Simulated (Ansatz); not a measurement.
Chalcopyrite ZnSnAs₂

All values below come from LDA (plane waves, PAW; Ansatz, a first-principles code).

Numerical settings: plane-wave cutoff 500 eV, 10×10×10 k mesh, Fermi–Dirac smearing 0.05 eV, scalar-relativistic PAW data made under PBE.

Cell: relaxed at this level.

| Quantity | Value |
|---|---|
| volume per atom | 24.27 Å³/atom |
| lattice parameter a | 5.784 Å |
| c axis length | 11.608 Å |
| band gap | none |

Measured, for comparison: band gap 0.75 eV (temperature not stated, not corrected to a static lattice, direct or pseudo-direct at Γ, our sources range from 0.65 to 0.75; as tabulated in Ghosh et al. (2024), arXiv:2401.16805).

Spin–orbit coupling is not included.

The computed numbers hold no vibrational or temperature effects.
